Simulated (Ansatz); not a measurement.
These are frozen-core CCSD(T)/def2-TZVPP // B3LYP-D3(BJ)/def2-TZVP (Ansatz, a first-principles code) values and carry that method's errors.

Ansatz 0.2 input:
```yaml
crystal:
  periodic: [false, false, false]
  atoms:
    - { symbol: C, position_ang: [-0.985778, -0.068499, 0.024001] }
    - { symbol: Si, position_ang: [0.885457, 0.061527, -0.021551] }
    - { symbol: H, position_ang: [-1.299253, -0.992307, 0.51348] }
    - { symbol: H, position_ang: [-1.400291, -0.063152, -0.985668] }
    - { symbol: H, position_ang: [-1.420217, 0.769191, 0.572469] }
    - { symbol: H, position_ang: [1.443523, 0.053818, 1.352928] }
    - { symbol: H, position_ang: [1.470606, -1.079146, -0.767979] }
    - { symbol: H, position_ang: [1.305952, 1.318565, -0.687679] }
basis:
  gaussian: { orbitals: def2-TZVPP }
correlation:
  method: ccsd_t
```

Output:

```
Functional definition: HF
873 factors; integrals over basis functions are off by at most 1.1e-3 eV
mean field evaluation 1: about -8986.7297 eV, gradient 2.4e1 eV
mean field evaluation 2: about -8986.7321 eV, gradient 2.4e1 eV
mean field evaluation 4: about -8988.4810 eV, gradient 2.4e0 eV
mean field evaluation 8: about -8988.5070 eV, gradient 3.4e-4 eV
mean field evaluation 16: about -8988.5065 eV, gradient 2.7e-1 eV
mean field -8988.50700008 eV, -330.3215396242 hartree, gradient 3.1e-6 eV, S^2 0.000000; 0 other end points of the search recorded, 0 dependent functions left out
6 core orbitals not correlated
reference -8988.50700008 eV, -330.3215396242 hartree; 7, 7 occupied and 144, 144 virtual orbitals, 873 factors
second order -8.65833176 eV of doubles, -0.00000000 eV of singles
cycle   1  -9.41116389 eV  change   -7.5e-1 eV  update   6.4e-2
cycle   2  -9.70599826 eV  change   -2.9e-1 eV  update   2.0e-2
cycle   3  -9.72859902 eV  change   -2.3e-2 eV  update   5.7e-3
cycle   4  -9.72680772 eV  change    1.8e-3 eV  update   1.8e-3
cycle   5  -9.72645870 eV  change    3.5e-4 eV  update   4.8e-4
cycle   6  -9.72639794 eV  change    6.1e-5 eV  update   1.4e-4
cycle   7  -9.72640753 eV  change   -9.6e-6 eV  update   4.0e-5
cycle   8  -9.72641222 eV  change   -4.7e-6 eV  update   1.1e-5
perturbative correction -0.30761271 eV, -0.0113045586 hartree
Total energy: -8998.54102501 eV, -330.6902832391 hartree
```

Cost: around 11 core-seconds (rough).
